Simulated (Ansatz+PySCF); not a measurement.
# singlet CH3F: levels of theory in one basis

```csv
atom,x (Å),y (Å),z (Å)
C,0.0000,0.0000,-0.6187
F,0.0000,0.0000,1.4264
H,0.0000,-1.0360,-0.9966
H,-0.8972,0.5180,-0.9966
H,0.8972,0.5180,-0.9966
```

Basis set: cc-pVDZ (spherical functions). Correlated methods keep 2 orbitals frozen. Charge 0, multiplicity 1.

Computed with Ansatz (development build ahead of 0.2.0); each method stands on the lowest determinant of its kind that the runs found. NEVPT2 correlates all electrons. Active spaces start from the frontier orbitals, and the lowest solution found is given.

| method | E − E(RHF) (eV) | <S²> of the determinant |
| --- | --- | --- |
| RHF | 0.00 | 0.00 |
| UHF | -0.66 | 0.66 |
| RHF-MP2 | -9.56 | – |
| UHF-MP2 | -8.70 | 0.66 |
| RHF-CCSD | -10.25 | – |
| RHF-CCSD(T) | -10.61 | – |
| UHF-CCSD(T) | -10.50 | 0.66 |
| CASSCF(2,2) | -1.66 | – |

Problem. What does SC-NEVPT2(2,2) give on the same scale?

Solution. -9.85 eV. NEVPT2 here correlates all electrons, so it doesn't share the others' frozen core.

Problem. Is a single determinant a sound starting point here?

Solution. It is doubtful. Unrestricted orbitals lower Hartree–Fock by 0.66 eV and <S²> is 0.66 where a pure state has 0.00, a sign of strong static correlation. The CASSCF(2,2) natural occupations are 1.81, 0.19.

Caution for RHF, RHF-MP2, RHF-CCSD, RHF-CCSD(T): an unrestricted determinant lies well below. Caution for UHF, UHF-MP2, UHF-CCSD(T): the unrestricted determinant is spin contaminated. Caution for RHF-MP2, UHF-MP2, RHF-CCSD, RHF-CCSD(T), UHF-CCSD(T): bonds are stretched, where a single reference can fail. Caution for UHF-MP2, UHF-CCSD(T): a plain start can end on a higher determinant; another reference gives a lower total.
